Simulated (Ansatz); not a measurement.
A calculation with Ansatz (development build ahead of 0.2.0).

```yaml
crystal:
  periodic: [false, false, false]
  atoms:
    - { symbol: C, position_ang: [0.72447, 0.0, 0.0] }
    - { symbol: C, position_ang: [-0.36223, 0.62741, 0.0] }
    - { symbol: C, position_ang: [-0.36223, -0.62741, 0.0] }
    - { symbol: H, position_ang: [1.73096, 0.0, 0.0] }
    - { symbol: H, position_ang: [-0.86548, 1.49906, 0.0] }
    - { symbol: H, position_ang: [-0.86548, -1.49906, 0.0] }
basis:
  gaussian: { orbitals: cc-pVDZ }
total_charge: 1
hamiltonian:
  xc: hf
```

The input is written out in the form of the current development build from the run's settings.

Output:

```yaml
Converged: yes
Total_energy: -114.96598 hartree
Spin_squared_of_the_determinant: 0.000
```

Caution: no unrestricted run beside it, a lower state can exist.
